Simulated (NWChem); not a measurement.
# hydrogen chloride (HCl); SMILES Cl

Results from NWChem. STO-3G and 3-21G are far too small for this property and stand as cheap habits. All runs use the structure optimised with PBE0-D3(BJ)/def2-TZVP. Vertical excitations in the gas phase; the lowest state need not have the same character in each row.

For level PBE0/3-21G, TDA:

| Quantity | Result |
|---|---|
| lowest excitation, singlet (eV) | 8.36 |
| lowest state with f > 0.02, singlet (eV) | 14.80 |
| orbital gap (eV) | 10.25 |

Problem. What are these values for level PBE0/def2-SVP, TDA?

Solution. 
| Property | Value |
|---|---|
| lowest excitation, singlet (eV) | 8.13 |
| lowest state with f > 0.02, singlet (eV) | 13.51 |
| orbital gap (eV) | 9.98 |
